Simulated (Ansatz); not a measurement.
K (bcc): energy against volume

Method: Ansatz, DFT, PBE, plane waves (420 eV) with PAW, scalar-relativistic.

The cell is scaled uniformly from the relaxed one, with fractional coordinates and shape fixed. Energies are extrapolated to zero smearing, pressures are those at the given smearing. Magnetic state: spin not included.

A Birch-Murnaghan fit gives V₀ = 73.69 Å³/atom, B₀ = 3.6 GPa, B₀′ = 3.8.

Question: What are the energy above the minimum and the pressure at 67.843 Å³/atom?

Answer: 5.9 meV/atom and 0.36 GPa as computed.

Question: What are the energy above the minimum and the pressure at 70.793 Å³/atom?

Answer: 1.4 meV/atom and 0.17 GPa as computed.

Question: What are the energy above the minimum and the pressure at 76.692 Å³/atom?

Answer: 1.3 meV/atom and -0.12 GPa as computed.
